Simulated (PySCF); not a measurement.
Simulated outer-valence photoelectron spectrum of `BF` (BH2F). Method used: EOM-IP-CCSD/aug-cc-pVTZ in PySCF, restricted Hartree–Fock reference, 2 core orbitals frozen, non-relativistic, gas phase, PBE0-D3(BJ)/def2-SVP geometry.

Each root has a Gaussian of 0.3 eV full width with its one-hole share as area; cross sections and vibrations are left out, and the highest printed point is 100.

ionisation energy (eV), intensity and a bar:
```
     12.3          0 
     12.4          3 #
     12.5         17 #####
     12.6         56 #################
     12.7         98 #############################
     12.8         92 ###########################
     12.9         46 ##############
     13.0         13 ####
     13.1          2 #
     13.2          0 
     13.3          0 
     13.4          0 
     13.5          0 
     13.6          0 
     13.7          0 
     13.8          0 
     13.9          0 
     14.0          0 
     14.1          0 
     14.2          0 
     14.3          0 
     14.4          0 
     14.5          0 
     14.6          0 
     14.7          0 
     14.8          0 
     14.9          0 
     15.0          0 
     15.1          0 
     15.2          0 
     15.3          0 
     15.4          0 
     15.5          0 
     15.6          0 
     15.7          0 
     15.8          0 
     15.9          0 
     16.0          2 #
     16.1         14 ####
     16.2         49 ###############
     16.3         93 ############################
     16.4         98 #############################
     16.5         71 #####################
     16.6         74 ######################
     16.7        100 ##############################
     16.8         88 ##########################
     16.9         43 #############
     17.0         14 ####
     17.1         19 ######
     17.2         56 #################
     17.3         96 #############################
     17.4         89 ###########################
     17.5         45 #############
     17.6         12 ####
     17.7          2 #
```

Q: Where are the maxima, and how many lines lie under the curve?

A: 4 maxima, at 12.7, 16.4, 16.7 and 17.3 eV, from 4 lines.

Q: List the lines with their holes.

A: 
```
E (eV)  leading hole (HF orbital)  area  Koopmans (eV)
 12.74                       HOMO  0.96          13.22
 16.35                     HOMO-1  0.95          17.04
 16.73                     HOMO-2  0.95          18.43
 17.34                     HOMO-3  0.95          19.26
```

The widest gap, 3.61 eV, lies between 12.74 and 16.35 eV. Only orbitals with −ε under 21 eV, eight at most, were ionised, so the high end of the curve may lack lines.
